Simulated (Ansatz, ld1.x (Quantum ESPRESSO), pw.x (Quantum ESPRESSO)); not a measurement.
Equation-of-state test of one TM potential (molybdenum (Mo))

ld1.x (Quantum ESPRESSO) 7.5 input, shortened:

```
&input
   title='Mo', zed=42., rel=1, dft='PBE', iswitch=3,
   config='[Kr] 4d5 5s1 5p0'
 /
 &inputp
   pseudotype=2, tm=.true., lloc=0,
   nlcc=.false.
 /
3
5P  2  1   0.00   0.00  2.95  2.95  0.0
4D  3  2   5.00   0.00  2.20  2.20  0.0
5S  1  0   1.00   0.00  3.15  3.15  0.0
 &test
   configts(1)='4d5 5s1 5p0'
 /
```

Crystal test: bcc Mo in pw.x 7.5, no spin, 15³ k-points, Fermi–Dirac smearing 0.01 Ry, cutoffs 50/200 Ry. The reference is all-electron LAPW (Ansatz 0.2.0) with the same functional, mesh and smearing; V0 and B0 come from Birch–Murnaghan fits to the pressures at five volumes. Errors are pseudo minus all-electron; Δ is the rms difference of the E(V) curves that follow from these fits, minima aligned, over ±6 % about the mean V0. Mesh and smearing are coarse, so the numbers serve the comparison and aren't converged zero-temperature values; the lattice is a test structure that the element need not adopt.

All-electron: a0 = 3.162 Å (V0 = 15.80 Å³/atom), B0 = 259.2 GPa.

**Question.** How far does the potential miss the all-electron equation of state?

**Answer.** mean pressure error (GPa): +15.32. The pressure does not cross zero within the volumes sampled, so no fit is given. The largest radius (3.15 bohr) exceeds half the bond length (2.59 bohr), so the spheres overlap, which is one possible source of error among others. This is a poor potential for the solid.

```json
{"V (Å³/atom)": "15.012", "P all-electron (GPa)": "14.82", "P pseudo (GPa)": "32.70"}
{"V (Å³/atom)": "15.407", "P all-electron (GPa)": "6.93", "P pseudo (GPa)": "23.40"}
{"V (Å³/atom)": "15.802", "P all-electron (GPa)": "-0.00", "P pseudo (GPa)": "15.19"}
{"V (Å³/atom)": "16.197", "P all-electron (GPa)": "-6.08", "P pseudo (GPa)": "7.96"}
{"V (Å³/atom)": "16.592", "P all-electron (GPa)": "-11.41", "P pseudo (GPa)": "1.59"}
```

**Question.** At the middle volume, how do free energy and pressure move when the wave cutoff is lowered (ecutrho kept at four times it)?

**Answer.**

```json
{"cutoff (Ry)": "22", "shift of F (meV/atom)": "+3151.5", "shift of P (GPa)": "-111.55"}
{"cutoff (Ry)": "30", "shift of F (meV/atom)": "+290.5", "shift of P (GPa)": "-18.79"}
{"cutoff (Ry)": "40", "shift of F (meV/atom)": "+5.2", "shift of P (GPa)": "-0.76"}
```

The run at the middle volume (120 k-points, 7 iterations) took about 7.1 s on one core of a shared host (Neoverse-V1, 64 threads, 503 GiB, load 19).
